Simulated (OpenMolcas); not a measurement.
**H2S2 (SMILES SS) at UHF/STO-3G**

Aim: the energy of H2S2. 

The results are computed with OpenMolcas 26.06.

3 further runs of the same task are left out: 1 for a known fault of the program, 2 set aside as unsound or not needed.

## (1) The system as given

H2S2 has 4 atoms, charge 0, and is taken as a singlet. SMILES: `SS`. The S1–S2 distance was set to 2.557 Å, away from the relaxed value.

Bond lengths: S1–H3 1.347 Å, S2–H4 1.347 Å. A long bond or contact: S1–S2 2.557 Å.

## (2) A single-point energy at UHF/STO-3G

File calc.inp:

```
&GATEWAY
 BASLIB=$CurrDir
 BASISSET
 S.STO-3G....
 S1 0.965545 -1.266903 0.191523 angstrom
 S2 0.060220 1.121560 0.067360 angstrom
 End of Basis
 BASISSET
 H.STO-3G....
 H3 -0.044355 -1.830283 0.881713 angstrom
 H4 -0.619290 1.020250 -1.090950 angstrom
 End of Basis

&SEWARD

&SCF
 UHF
 THRESHOLDS=1e-10 1e-07 1e-07 1e-05
 SCRAMBLE=0.25
 PRORBITALS=1 1
```

The basis set STO-3G is read from a file made from the Basis Set Exchange's data (not shown).

Command:

```sh
export MOLCAS_MEM=1860
pymolcas calc.inp > calc.log
```

**Question.** What will come out? Wanted: total energy; dipole moment; HOMO energy; LUMO energy; HOMO–LUMO gap.

**Answer.** As computed:

Level: UHF/STO-3G.

| quantity | value |
| --- | --- |
| total energy | -787.41565 Eh |
| dipole moment | 1.11 D |
| HOMO energy | -7.23 eV |
| LUMO energy | 4.38 eV |
| HOMO–LUMO gap | 11.62 eV |

What this shows: The run may have ended on a state above the lowest.
